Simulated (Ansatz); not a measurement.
Zr₂PdC₂: from a trial structure to a relaxed crystal

Theory: DFT PBE, scalar-relativistic, plane waves, PAW (Ansatz).

The start puts Zr₂PdC₂ on the sites of a reported CaSi2Ni2 cell (I4/mmm, No. 139), with Pd in place of Ca, Zr in place of Si, C in place of Ni, at a guessed volume.

The final relaxation ran on this input, with the default PAW datasets:

```yaml
crystal:
  lattice:
    - [-2.0630624277, 2.0630624277, 4.7837666444]
    - [2.0630624277, -2.0630624277, 4.7837666444]
    - [2.0630624277, 2.0630624277, -4.7837666444]
  atoms:
    - { symbol: Zr, position: [0.3247441954, 0.3247441954, 0.0] }
    - { symbol: Zr, position: [0.6752558046, 0.6752558046, 0.0] }
    - { symbol: Pd, position: [0.0, 0.0, 0.0] }
    - { symbol: C, position: [0.25, 0.75, 0.5] }
    - { symbol: C, position: [0.75, 0.25, 0.5] }
basis:
  ecutwfc: 420
kpoints:
  mp_grid: { grid: [12, 12, 12] }
hamiltonian:
  xc: pbe
scf:
  occupations: { method: gaussian, width: 0.1 }
output:
  forces: true
  stress: true
  eigenvalues: true
relax:
  adjacent_minimum: "off"
  f_tol: 0.01
  max_steps: 80
  cell: { stress_tol: 0.05 }
```

Launched as:

```bash
ansatz run input.yaml --threads 1 --pin off --max-ram 2560MiB --backend cpu --events-out ev --progress --plain --runs-dir out
```

It took 2.4 min on 1 thread of Arm Neoverse V1, on a shared host, peak memory 0.61 GiB.

The program printed at the end:

```
SCF converged after 8 iterations
Free energy (F): -15842.005972 eV
Harris-Foulkes:  -15842.005972 eV  (|F-HF|=0.00e0)
Internal energy: -15841.992869 eV  (E = F + TS)
E sigma→0 (E₀):  -15841.999421 eV
Entropy (-TS):   -0.013104 eV (-2.621 meV/atom)
Fermi energy:    12.399007 eV
--- Per-component energies (eV) ---
  E_band       = -433.292447
  E_kinetic    = 1356.189023
  E_local      = -3972.586987  (includes V_loc(G=0)·N_el)
  E_nonlocal   = 431.852874
  E_hartree    = 1482.947930
  E_xc         = -587.555321
  E_vxc        = -711.624336  (∫ρ·V_xc dr)
  E_paw        = -9856.135021  (= ΣΔE_a)
  E_vpaw       = -503.019121  (= ΣTr[D̂ρ^β])
  E_aug_tail   = 0.000239  (compensation charges beyond the density's cutoff)
  E_ewald      = -4696.705607
  E_smearing   = -0.013104  (= −TS)
  E_closure    = 0.000000  (closes the sum)
  Σ components = -15842.005972   (vs F -15842.005972, Δ=0.00e0)
--- Forces (eV/Å), atoms counted from 1 ---
  atom   1  Zr     0.00000000     0.00000000     0.00503826
  atom   2  Zr     0.00000000     0.00000000    -0.00503826
  atom   3  Pd     0.00000000     0.00000000     0.00000000
  atom   4  C      0.00000000     0.00000000     0.00000000
  atom   5  C      0.00000000     0.00000000     0.00000000
  max |Σ_I F_I| component: 3.47e-18 eV/Å
--- Stress (GPa, compression-positive) ---
       -0.027427       0.000000       0.000000
        0.000000      -0.027427       0.000000
        0.000000       0.000000       0.000163
  P = ⅓ Tr σ = -0.0182 GPa (-0.182 kbar)
--- Relaxed structure (4 steps of the walk, 3 accepted, 1 SCFs on fresh bases) ---
  F+E_penalty+E_count = -15842.00597235 eV   max|allowed force component| = 5.038e-3 eV/Å   (the final SCF, on the basis selected at the relaxed cell)
  cell:  # Å, volume = 81.5634 Å³
    - [-2.062215, 2.062215, 4.794767]
    - [2.062215, -2.062215, 4.794767]
    - [2.062215, 2.062215, -4.794767]
  atoms:
    - { symbol: Zr, position: [0.324651, 0.324651, 0.000000] }
    - { symbol: Zr, position: [0.675349, 0.675349, 0.000000] }
    - { symbol: Pd, position: [0.000000, 0.000000, 0.000000] }
    - { symbol: C, position: [0.250000, 0.750000, 0.500000] }
    - { symbol: C, position: [0.750000, 0.250000, 0.500000] }
```

Absolute energies hang on the potentials; compare differences alone.

The result has space group I4/mmm (No. 139). Zr has 4 C at 2.18 Å; Pd has 2 Zr at 3.11 Å, 8 C at 3.16 Å and 8 Zr at 3.37 Å; around C lie 4 Zr at 2.18 Å.

Against the elements it lies at 0.08 eV/atom. Formation energies are uncorrected and refer to the elements' standard structures at the same level.

For metals, differences of a few meV/atom aren't resolved.

Symmetry constrained the relaxation, so the result can be a saddle point.